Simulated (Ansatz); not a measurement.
Predict the output of the script below (Ansatz 0.2.0 through its Python package).

`composite.py`
```python
import ansatz as az
import numpy as np

geometry = (
    az.Crystal.molecule()
    .atom("N", [-1.5564, 0.1819, -0.6952])
    .atom("C", [-0.3276, 0.3672, -0.6234])
    .atom("Si", [0.6326, -0.4215, 0.7423])
    .atom("H", [-1.8919, 0.7438, -1.5289])
    .atom("H", [0.2377, 0.9591, -1.3786])
    .atom("H", [0.2573, 0.0868, 2.0985])
    .atom("H", [2.133, -0.0831, 0.5986])
    .atom("H", [0.6075, -1.8913, 0.7309])
)

calc = geometry.calculation()
calc = calc.basis(gaussian="def2-SVP")
calc = calc.functional("r2scan")
symbols = [site.symbol for site in geometry.cartesian_sites]
start = np.array([site.position_ang for site in geometry.cartesian_sites], dtype=float)
report = calc.relax(force_tolerance=0.01).run(threads=1, pin="off").report
end = np.array(report["positions_ang"])
print("final positions (A) and the move of each atom")
for symbol, xyz, old in zip(symbols, end, start):
    print(f"{symbol:2s} {xyz[0]:10.5f} {xyz[1]:10.5f} {xyz[2]:10.5f}   {np.linalg.norm(xyz - old):7.4f}")

minimum = az.Crystal.molecule()
for symbol, place in zip(symbols, end):
    minimum = minimum.atom(symbol, place.tolist())
at_minimum = minimum.calculation()
level = lambda method, basis: at_minimum.basis(gaussian=basis).correlation(method).run(threads=1, pin="off").report
small, large, cluster = level("mp2", "cc-pVDZ"), level("mp2", "cc-pVTZ"), level("ccsd_t", "cc-pVDZ")
corr = lambda each: (each["free_energy_ev"] - each["reference_energy_ev"]) / 27.211386246
mp2_limit = (27 * corr(large) - 8 * corr(small)) / 19
pieces = {"HF / cc-pVTZ": large["reference_energy_ev"] / 27.211386246, "MP2 correlation, DZ-TZ limit": mp2_limit, "CCSD(T) - MP2 / cc-pVDZ": corr(cluster) - corr(small)}
for name, value in pieces.items():
    print(f"{name:32s} {value:14.6f} Ha")
print(f"{'sum':32s} {sum(pieces.values()):14.6f} Ha")
print("T1 diagnostic", round(cluster["correlation"]["coupled_cluster"]["t1_diagnostic"], 4))
```

```console
$ python composite.py
final positions (A) and the move of each atom
N    -1.33084   -0.14670   -1.08907    0.5603
C    -0.35682    0.46370   -0.52863    0.1384
Si    0.70085   -0.43117    0.76832    0.0737
H    -1.80169    0.47183   -1.76626    0.3721
H    -0.09346    1.52033   -0.77171    0.8905
H     0.64279    0.32844    2.05561    0.4570
H     2.12616   -0.44271    0.31449    0.4583
H     0.20522   -1.82083    0.96146    0.4690
HF / cc-pVTZ                        -384.171726 Ha
MP2 correlation, DZ-TZ limit          -0.531512 Ha
CCSD(T) - MP2 / cc-pVDZ               -0.057022 Ha
sum                                 -384.760261 Ha
T1 diagnostic 0.0122
```

Total energies depend on the basis set; only differences at equal settings carry meaning. The sum leaves out core correlation, relativity, the Hartree-Fock basis error and zero-point energy; a DZ-TZ extrapolation is rough. Inner cores stay frozen, so this is valence correlation. For Al to Cl the sets with a tight d function, cc-pV(X+d)Z, are usual. Run time: 50 s on 1 thread of Intel(R) Xeon(R) 6975P-C (Granite Rapids), with other jobs on the host, peak memory 0.33 GiB.

(Lines on the test bed's own set-up are left out of the output.)
